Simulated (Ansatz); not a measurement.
**How basis sets differ on NH (imidogen)**

NH has 2 atoms, charge 0, and is taken as a triplet. SMILES: `[NH]`. The bond length is the measured one. The run starts from this shape.

```xyz
2

N     0.0000    0.0000    0.0000
H     0.0000    0.0000    1.0362
```

Quantity: the adiabatic ionisation energy (to the doublet cation, no zero-point term), in eV. The values are calculated.

| level | kind | program | value (eV) |
| --- | --- | --- | --- |
| UHF/STO-3G | Hartree–Fock | Ansatz | 11.45 |
| UHF/3-21G | Hartree–Fock | Ansatz | 12.58 |
| UHF/6-31G* (Cartesian functions) | Hartree–Fock | Ansatz | 12.66 |
| UHF/cc-pVTZ | Hartree–Fock | Ansatz | 12.60 |

The values span 11.45 to 12.66 eV. Spin contamination of the reference (⟨S²⟩ at least 0.1 too high) touches UHF/STO-3G, UHF/3-21G, UHF/6-31G*, UHF/cc-pVTZ.
